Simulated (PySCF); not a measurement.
# C2H2O3 (formic anhydride): the cost of one run

Computed with PySCF 2.14.0 and routines of our own; the level stands in each step. Atoms count from 0.

### 1 The starting structure

7 atoms, charge 0, multiplicity 1; geometry from: GFN2-xTB.

### 2 Optimising the geometry at PBE0-D3(BJ)/def2-TZVP

What the job is given:

```
{"job": {"xc": "PBE0", "basis": "def2-TZVP", "d3": "d3bj", "grid": 2, "kind": "geom"}, "charge": 0, "multiplicity": 1}
O     -1.403379     1.124503    -0.013169
C     -1.193448    -0.033489     0.090552
O      0.014632    -0.665110     0.063171
C      1.195023    -0.001008    -0.094601
O      1.356220     1.162400    -0.222465
H     -1.956283    -0.817731     0.229770
H      1.990569    -0.764659    -0.080336
```

The run is started by

```console
$ OMP_NUM_THREADS=1 python excited_run.py task.json out
```

The driver reads the jobs from task.json and runs them one after another.

Q: Estimate the wall time and peak memory of this first job on 1 thread of Arm Neoverse V2, shared host.

About 29 s, with a peak of 0.64 GiB.
